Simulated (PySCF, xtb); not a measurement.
Acid–base and redox partners of CO. Gas-phase values, no solvent. One relaxed conformer stands for each flexible species; it need not be the lowest. Strings in code marks are SMILES.

Quantity: proton affinity at 298 K, in kJ/mol. Thermal and zero-point terms are GFN2-xTB rigid-rotor harmonic values (xtb).

Level 1: PBE0-D3(BJ)/def2-TZVP (PySCF)
Level 2: B3LYP/3-21G // PBE0-D3(BJ)/def2-TZVP (PySCF)
Level 3: PBE/6-31G* // PBE0-D3(BJ)/def2-TZVP (PySCF)
Level 4: frozen-core MP2/6-31G* // PBE0-D3(BJ)/def2-TZVP (PySCF)

```csv
species,level 1,level 2,level 3,level 4
proton added at O2: `C[OH2+]`,762.6,815.4,763.6,762.0
```
